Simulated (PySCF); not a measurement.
# SiC⁺: from constants to spectrum

PBE0 constants of SiC⁺, ⁴Σ⁻ (quartet), unpaired electrons σ ↑, π ↑↑ (PySCF, no relativity, basis sets Si def2-TZVP, C def2-TZVP; masses 27.9769 and 12.0000 u):

| Property | Result |
| --- | --- |
| ωe | 841.7 cm⁻¹ |
| ωexe | 4.95 cm⁻¹ |
| Be | 0.60855 cm⁻¹ |
| αe | 0.00510 cm⁻¹ |
| D (centrifugal) | 1.27e-06 cm⁻¹ |
| De to Si⁺ + C | 3.83 eV |

**Question.** Give the vibrational terms G(v) and spacings up to v = 6.

**Answer.** G(v) = ωe(v+½) − ωexe(v+½)².

```csv
v,G(v) (cm⁻¹),G(v) − G(v−1),Bv (cm⁻¹)
0,419.6,,0.6060
1,1251.4,831.8,0.6009
2,2073.3,821.9,0.5958
3,2885.3,812.0,0.5907
4,3687.4,802.1,0.5856
5,4479.6,792.2,0.5805
6,5261.9,782.3,0.5754
```

**Question.** How well does the Morse estimate ωe²/(4ωexe) reproduce De, and what is D0?

**Answer.** It gives 4.44 eV, 116 % of the computed De. D0 = De − G(0) = 3.83 − 0.05 = 3.78 eV.

For an ion De counts to the pair picked by the measured ionisation energies or electron affinities, which need not be the lowest pair at this level. The state was picked by a PBE0 search and need not be the measured ground state.
